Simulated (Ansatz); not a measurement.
BMe2H (C₂H₇B). Charge 0, multiplicity 1. Geometry PBE-D4/def2-TZVP, basis def2-TZVP, Ansatz.

```xyz
10

B    -0.510    0.251   -0.010
C     0.551    0.785    1.003
C    -0.249   -0.935   -0.993
H     0.950    1.716    0.551
H     1.413    0.123    1.175
H     0.126    1.103    1.967
H    -0.794   -1.803   -0.569
H     0.803   -1.239   -1.097
H    -0.695   -0.788   -1.989
H    -1.595    0.787   -0.039
```

| run | HOMO (eV) | LUMO (eV) |
| --- | --- | --- |
| A | -8.23 | -0.99 |
| B | -7.24 | -1.64 |
| C | -7.54 | -1.20 |
| D | -10.97 | 1.33 |
| E | -8.64 | -0.60 |
| F | -12.13 | 2.89 |

HSE06 is defined as in plane-wave codes, on full-range PBE exchange.

The runs used HF, HSE06, PBE, PBE0, r2SCAN, ωB97M-V. Estimate which is which.

A HSE06 (range-separated); B PBE (0 % exact exchange); C r2SCAN (0 % exact exchange); D ωB97M-V (range-separated); E PBE0 (25 % exact exchange); F HF (100 % exact exchange). Exact exchange lowers occupied and raises empty levels; among semilocal functionals meta-GGAs tend to open the gap a little, and such runs are hard to tell apart. The gap grows from 5.60 eV (PBE) to 15.02 eV (HF).
